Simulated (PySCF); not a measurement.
# Working out the electron affinity of Al

Al⁻ [Ne] 3s2 3p2 (3P) → Al [Ne] 3s2 3p1 (2P). Calculation: PySCF 2.14, in dyall-av2z; no relativity, point nucleus. Frozen: [Ne]; the 15 highest virtual orbitals dropped. Energies in hartree (1 hartree = 27.21139 eV):

```csv
part,Al⁻ (lower),Al (upper)
UHF,-241.874914,-241.874174
CCSD correlation,-0.059995,-0.048421
(T),-0.001983,-0.000826
```

Q: What does Hartree-Fock give?

A: (-241.874174) − (-241.874914) = 0.000740 hartree = 0.020 eV.

Q: What do CCSD and CCSD(T) give?

A: The CCSD correlation energies differ by 0.011574 hartree = 0.315 eV and the triples by 0.001157 hartree = 0.031 eV, so CCSD gives 0.335 eV and CCSD(T) 0.366 eV.

A first-order spin-orbit estimate adds -0.003 eV to CCSD(T) (valence), giving 0.363 eV against 0.433 eV (measured; photodetachment measurements, as compiled on the Wikipedia data page of electron affinities).

A double-zeta basis recovers only part of the correlation energy.

What remains against the reference includes basis incompleteness, the frozen core and higher excitations.
